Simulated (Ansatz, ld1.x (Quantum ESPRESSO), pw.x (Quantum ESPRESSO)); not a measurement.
# phosphorus (P): does the TM potential hold in the solid?

* Element: P (Z = 15)
* Generator: ld1.x (Quantum ESPRESSO) 7.5
* Type: norm-conserving Troullier–Martins (Kleinman–Bylander form)
* Functional: LDA (PW92)
* Relativity: scalar-relativistic
* Frozen core: [Ne]
* Valence charge: 5
* Reference configuration: 3s2 3p1.5 (charge +1.5)
* Partial waves: 3p (bound): rc 1.85 bohr; 3d channel at 0.1 Ry: rc 1.50 bohr; 3s (bound): rc 1.40 bohr
* Local potential: the s channel
* Core correction: a·sin(br)/r model core inside 0.95 bohr

Crystal test: fcc P in pw.x 7.5, no spin, 15³ k-points, Fermi–Dirac smearing 0.01 Ry, cutoffs 60/240 Ry. The reference is all-electron LAPW (Ansatz 0.2.0) with the same functional, mesh and smearing; V0 and B0 come from Birch–Murnaghan fits to the pressures at five volumes. Errors are pseudo minus all-electron; Δ is the rms difference of the E(V) curves that follow from these fits, minima aligned, over ±6 % about the mean V0. Mesh and smearing are coarse, so the numbers serve the comparison and aren't converged zero-temperature values; the lattice is a test structure that the element need not adopt.

All-electron: a0 = 3.819 Å (V0 = 13.93 Å³/atom), B0 = 104.1 GPa.

Problem. How far does the potential miss the all-electron equation of state?

Solution. mean pressure error (GPa): -0.33; a0 (Å): 3.815; a0 error (%): -0.10; B0 error (%): +0.9; Δ (meV/atom): 1.0.

| V (Å³/atom) | P all-electron (GPa) | P pseudo (GPa) |
| --- | --- | --- |
| 13.319 | 5.06 | 4.72 |
| 13.669 | 2.02 | 1.68 |
| 14.020 | -0.67 | -1.00 |
| 14.370 | -3.06 | -3.38 |
| 14.721 | -5.20 | -5.52 |

Problem. At the middle volume, how do free energy and pressure move when the wave cutoff is lowered (ecutrho kept at four times it)?

Solution.

```csv
cutoff (Ry),shift of F (meV/atom),shift of P (GPa)
27,+184.2,-0.26
36,+87.2,-2.04
48,+12.3,-0.76
```

Input at the middle volume:

```
&control
  calculation='scf', prefix='x', pseudo_dir='./', outdir='./tmp', tstress=.true., disk_io='low'
/
&system
  ibrav=0, nat=1, ntyp=1, ecutwfc=60, ecutrho=240, nbnd=9,
  occupations='smearing', smearing='fd', degauss=0.01
/
&electrons
  conv_thr=1e-09, mixing_beta=0.4, electron_maxstep=70
/
ATOMIC_SPECIES
P 1.0 P.UPF
CELL_PARAMETERS angstrom
  0.00000000 1.91384167 1.91384167
  1.91384167 0.00000000 1.91384167
  1.91384167 1.91384167 0.00000000
ATOMIC_POSITIONS crystal
P 0.0000 0.0000 0.0000
K_POINTS automatic
15 15 15 0 0 0
```

```bash
pw.x < P.scf.in > P.scf.out
```

Lines of the output:

```
Message from routine setup:
     using ibrav=0 with symmetry is DISCOURAGED, use correct ibrav instead
     lattice parameter (alat)  =       5.1147  a.u.
     unit-cell volume          =      94.6116 (a.u.)^3
     number of electrons       =         5.00
     number of Kohn-Sham states=            9
     kinetic-energy cutoff     =      60.0000  Ry
     charge density cutoff     =     240.0000  Ry
     scf convergence threshold =      1.0E-09
     Exchange-correlation= PW
     number of k points=   120  Fermi-Dirac smearing, width (Ry)=  0.0100
     iteration #  1     ecut=    60.00 Ry     beta= 0.40
     total energy              =     -15.99843407 Ry
     estimated scf accuracy    <       0.11600386 Ry
     iteration #  2     ecut=    60.00 Ry     beta= 0.40
     total energy              =     -15.98488291 Ry
     estimated scf accuracy    <       0.02896617 Ry
     iteration #  3     ecut=    60.00 Ry     beta= 0.40
     total energy              =     -15.98829997 Ry
     estimated scf accuracy    <       0.00003512 Ry
     iteration #  4     ecut=    60.00 Ry     beta= 0.40
     total energy              =     -15.98837574 Ry
     estimated scf accuracy    <       0.00001556 Ry
     iteration #  5     ecut=    60.00 Ry     beta= 0.40
     total energy              =     -15.98837580 Ry
     estimated scf accuracy    <       0.00000175 Ry
     iteration #  6     ecut=    60.00 Ry     beta= 0.40
     total energy              =     -15.98837602 Ry
     estimated scf accuracy    <          9.0E-09 Ry
     iteration #  7     ecut=    60.00 Ry     beta= 0.40
     the Fermi energy is    11.5286 ev
!    total energy              =     -15.98837603 Ry
     estimated scf accuracy    <          3.5E-10 Ry
     smearing contrib. (-TS)   =      -0.00238259 Ry
     The total energy is F=E-TS. E is the sum of the following terms:
     one-electron contribution =       6.07175094 Ry
     hartree contribution      =       0.20716638 Ry
     xc contribution           =      -6.41848154 Ry
     ewald contribution        =     -15.84642922 Ry
     convergence has been achieved in   7 iterations
          total   stress  (Ry/bohr**3)                   (kbar)     P=       -9.96
```

The run at the middle volume (120 k-points, 7 iterations) took about 12 s on one core of a shared host (Neoverse-N1, 64 threads, 498 GiB, load 22).
